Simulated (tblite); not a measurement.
C4H10NO (doublet state).
Structure used (GFN2-xTB), in Å, numbered top down from 1:
```xyz
16
C4H10NO angstrom
C      2.777   -0.006   -0.134
O      2.011    0.603    0.812
C      0.647    0.764    0.505
C     -0.140   -0.535    0.719
C     -1.649   -0.351    0.564
N     -2.002   -0.095   -0.824
H      3.731   -0.342    0.215
H      2.334   -0.373   -1.040
H      0.534    1.109   -0.531
H      0.281    1.539    1.185
H      0.200   -1.283    0.002
H      0.074   -0.899    1.726
H     -2.142   -1.283    0.855
H     -1.989    0.441    1.254
H     -1.665    0.816   -1.116
H     -3.009   -0.097   -0.937
```

All values are computed: GFN2-xTB (tblite) harmonic vibrations without scaling, gas phase. Against measured fundamentals such values can be off by several per cent, at times by over 20. One conformer, not necessarily the lowest. Open shells enter through the occupations alone, without spin polarisation, and single modes of such species can be off by tens of per cent.

Harmonic wavenumbers (cm⁻¹): 51.9, 103.1, 123.0, 181.5, 233.7, 272.1, 296.9, 338.0, 407.3, 514.1, 793.9, 860.8, 930.6, 957.5, 971.3, 1035.3, 1073.4, 1137.2, 1140.3, 1152.5, 1204.4, 1249.1, 1277.1, 1293.6, 1306.0, 1346.3, 1368.1, 1370.6, 1459.8, 1468.7, 1484.3, 1568.9, 2816.3, 2894.8, 2950.6, 2963.1, 2991.1, 3003.9, 3120.4, 3189.5, 3396.4, 3424.4.

A = 8976, B = 1600, C = 1540 MHz; mass 88.076 u (most abundant isotopes); point group C1, symmetry number 1; spin multiplicity 2.

Q: Zero-point energy?

A: Half the sum of the wavenumbers: 29861 cm⁻¹ = 357.22 kJ/mol.

Q: Entropy at 350 K, 1 bar (ideal gas, RRHO, classical rotation)?

A: Translation 168.04, rotation 115.29, vibration 110.33, spin (R ln 2) 5.76: S = 399.4 J/(mol K).

Q: And Cp and H(350 K) − H(0)?

A: Cp = 143.96 J/(mol K), of which vibrations give 110.71 (their classical limit is 42 R = 349.2); H(350 K) − H(0) = 31.75 kJ/mol without the zero-point energy, 20.10 from vibrations.

Q: Blend soft modes into free rotors: weight 1/[1 + (100 cm⁻¹/ν̃)⁴] for the oscillator and the rest for a rotor with moment μB/(μ + B), μ = h/(8π²ν), B = 10⁻⁴⁴ kg m². What vibrational entropy results?

A: 102.74 J/(mol K) in place of 110.33, which changes −T·S at 350 K by +2.66 kJ/mol.

Q: What must be added to the electronic energy to get the Gibbs energy at 350 K and 1 bar?

A: ZPE + [H(350 K) − H(0)] − T·S = 357.22 + 31.75 − 139.80 = 249.17 kJ/mol.

Q: Which modes carry the vibrational entropy at 350 K?

A: 51.9 cm⁻¹: 21.17; 103.1 cm⁻¹: 15.51; 123.0 cm⁻¹: 14.07; 181.5 cm⁻¹: 10.94; 233.7 cm⁻¹: 8.96; 272.1 cm⁻¹: 7.80 J/(mol K); the other 36 give 31.86 together.

Q: How do the functions run with temperature in this model?

A: 
```tsv
T (K)	S (J/(mol K))	Cp (J/(mol K))	H − H(0) (kJ/mol)	G − H(0) (kJ/mol)	ln q(vib)
50	233.4	49.6	1.97	-9.70	0.34
100	274.4	70.4	4.99	-22.45	1.24
298.15	377.7	127.7	24.70	-87.90	5.33
373.15	408.9	151.2	35.16	-117.41	6.82
500	458.4	188.1	56.75	-172.45	9.29
750	545.6	242.0	110.98	-298.24	14.01
1000	620.5	278.3	176.31	-444.24	18.46
```

q(vib) and H(0) count from the zero-point level.

Hindered rotation and anharmonicity are outside this model. Other conformers, if any are populated, would add a mixing term that is left out. The structure is chiral; the term R ln 2 for an equal mix with its mirror image is left out.

Hardware: an AMD EPYC 7B13 with one thread, shared host. Cost: 0.35 s wall. The figure is for the frequency step alone.
